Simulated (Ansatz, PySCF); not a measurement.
This PySCF input computes a CCSD(T)/cc-pVDZ energy:

```python
from pyscf import gto, scf, mp, cc as ccmod

mol = gto.M(
    atom='''
    C    -0.01250278   -0.16829834    1.14391076
    N     0.06210633    0.65089648    0.00291556
    C    -0.01858037   -0.15746407   -1.14536995
    H     0.80260144   -0.95701479    1.22954715
    H     0.04682900    0.42338074    2.07234418
    H    -0.96149308   -0.78871542    1.23502697
    H     0.79603786   -0.94531417   -1.24279419
    H     0.03583597    0.44297756   -2.06846351
    H    -0.96805666   -0.77701480   -1.23731438
    ''',
    basis='cc-pvdz',
    charge=-1,
    spin=0,
    verbose=4,
)

mf = scf.RHF(mol)
mf.conv_tol = 1e-10
mf.max_cycle = 100
mf.kernel()
mp2 = mp.MP2(mf, frozen=3).run()
cc = ccmod.CCSD(mf, frozen=3)
cc.max_cycle = 100
cc.kernel()
et = cc.ccsd_t()
print(f'E(CCSD(T)) = {cc.e_tot + et:.9f}')
```

**Question.** Write an input for the same energy in Ansatz (a first-principles code) and say what it gives.

**Answer.** 
Ansatz 0.2 input:
```yaml
crystal:
  periodic: [false, false, false]
  atoms:
    - {symbol: C, position_ang: [-0.01250278, -0.16829834, 1.14391076]}
    - {symbol: N, position_ang: [0.06210633, 0.65089648, 0.00291556]}
    - {symbol: C, position_ang: [-0.01858037, -0.15746407, -1.14536995]}
    - {symbol: H, position_ang: [0.80260144, -0.95701479, 1.22954715]}
    - {symbol: H, position_ang: [0.04682900, 0.42338074, 2.07234418]}
    - {symbol: H, position_ang: [-0.96149308, -0.78871542, 1.23502697]}
    - {symbol: H, position_ang: [0.79603786, -0.94531417, -1.24279419]}
    - {symbol: H, position_ang: [0.03583597, 0.44297756, -2.06846351]}
    - {symbol: H, position_ang: [-0.96805666, -0.77701480, -1.23731438]}
basis:
  gaussian:
    orbitals: cc-pVDZ
total_charge: -1
magnetization: {spin_polarized: false}
correlation: {method: ccsd_t, electrons: outside_noble_gas}
```
It gives -134.10678 Eh, and PySCF -134.10678 Eh, a difference of 0.00 mEh.

It need not be the lowest isomer of its formula. Whether it binds its extra electron was not tested at this geometry.
